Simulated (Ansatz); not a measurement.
Mulliken charges of `[OH][Mg][SH]` from ωB97M-V/def2-TZVPP in Ansatz (PBE0-D4/def2-TZVP geometry).

| atom | x (Å) | y (Å) | z (Å) | charge (e) |
| --- | --- | --- | --- | --- |
| O1 | -1.217 | -1.289 | 0.407 | -0.633 |
| Mg2 | -0.201 | 0.032 | -0.151 | 0.816 |
| S3 | 1.077 | 1.794 | -0.841 | -0.449 |
| H4 | -1.667 | -2.115 | 0.510 | 0.156 |
| H5 | 2.058 | 1.505 | 0.033 | 0.111 |

Q: By hand: the dipole of these point charges (1 e Å = 4.8032 D).

A: Σ q r = (0.091, -0.126, 0.080) e Å, of length 0.175 e Å = 0.84 D.

Q: How does the dipole of the full density compare? (Best estimate.)

A: The calculation gave: (-0.060, -0.323, 0.105) e Å, 1.66 D; the point charges give 0.51 times that, at 44° from its direction.

Point charges leave out the atoms' own dipoles, such as those of lone pairs, and Mulliken's split depends on the basis, so the two needn't agree.
